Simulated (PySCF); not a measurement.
Gas-phase reaction: 2 AlH2Cl → 2 Al + 2 HCl + H2

Energies from PySCF (xtb for GFN2), thermal terms from the rigid-rotor harmonic-oscillator model, ideal gas at 1 bar. † marks an energy on the PBE0/def2-TZVP geometry and frequencies; other levels use their own. Open shells (unrestricted): Al (multiplicity 2); the rest are closed-shell singlets. GFN2 has no spin-polarisation term. Spin-orbit splitting is ignored; it lowers the true energy and changes the entropy of Al. AlH2Cl: computed as isolated molecules; such fragments, hydroxides, amides, oligomers or adducts are transient or little studied in the gas.

BLYP/def2-TZVP† gives ΔH°(298 K) = 669 kJ.

Question: What do ωB97M-V/def2-TZVP†, PBE0/def2-TZVP, GFN2-xTB give?

Answer: ωB97M-V/def2-TZVP†: 735 kJ; PBE0/def2-TZVP: 708 kJ; GFN2-xTB: 1370 kJ. For scale, ΔH°(298 K) is 669 kJ at this level, 735 kJ at ωB97M-V/def2-TZVP†, and runs from 650 to 1370 kJ over the 20 levels computed.
